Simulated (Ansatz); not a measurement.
# CHNO: single points off equilibrium

The task here is to estimate one member of a computed series from the others.

Program: Ansatz 0.2.0, Gaussian basis. Level of theory: single points in def2-TZVPP. These are calculated values, not measurements.

Cores are frozen in the correlated methods.

## The starting structure

SMILES `N#CO`, 4 atoms, charge 0, spin multiplicity 1.

Atoms are counted from 1 here; the program's logs count them from 0.

Bond lengths: N1–C2 1.105 Å, C2–O3 1.335 Å, O3–H4 0.963 Å. Angles: N1–C2–O3 176.9°, C2–O3–H4 112.6°.

As a file:

```xyz
4
charge 0, multiplicity 1
N    -1.3892   -0.0848    0.8524
C    -0.4801    0.0963    0.2501
O     0.5797    0.3608   -0.5172
H     1.1690   -0.3957   -0.6081
```

Set-up of the first run:

File run/in.yaml:

```yaml
crystal:
  periodic: [false, false, false]
  atoms:
    - {symbol: N, position_ang: [-1.389200, -0.084800, 0.852400]}
    - {symbol: C, position_ang: [-0.480100, 0.096300, 0.250100]}
    - {symbol: O, position_ang: [0.579700, 0.360800, -0.517200]}
    - {symbol: H, position_ang: [1.169000, -0.395700, -0.608100]}
basis:
  gaussian: {orbitals: def2-TZVPP}
correlation: {method: ccsd_t}
output: {forces: true}
```

The command line of these runs was not kept.

Steps of the session up to this table: CCSD(T)/def2-TZVPP; PBE0-D4/def2-TZVPP; wB97M-V/def2-TZVPP; r2SCAN-D4/def2-TZVPP; PBE-D4/def2-TZVPP; revPBE-D4/def2-TZVPP; SPW92/def2-TZVPP.

One of the session's tables, all rows but one given; the rest of the session is left out.

| method | RMS force component (eV/Å) | angle to CCSD(T) forces (°) | dipole (D) |
| --- | --- | --- | --- |
| CCSD(T) | 3.545 | reference | 3.70 |
| PBE0-D4 | 3.187 | 5.7 | 3.81 |
| wB97M-V | 2.977 | 3.7 | 3.79 |
| r2SCAN-D4 | ? | ? | ? |
| PBE-D4 | 3.710 | 3.3 | 3.79 |
| revPBE-D4 | 3.792 | 3.1 | 3.77 |
| SPW92 | 3.584 | 7.6 | 3.85 |

Q: Estimate the row for r2SCAN-D4 from the others.

**Answer.** RMS force component (eV/Å): 3.384; angle to CCSD(T) forces (°): 3.9; dipole (D): 3.86. In the column «RMS force component (eV/Å)» it lies between PBE0-D4 (3.187) and CCSD(T) (3.545).
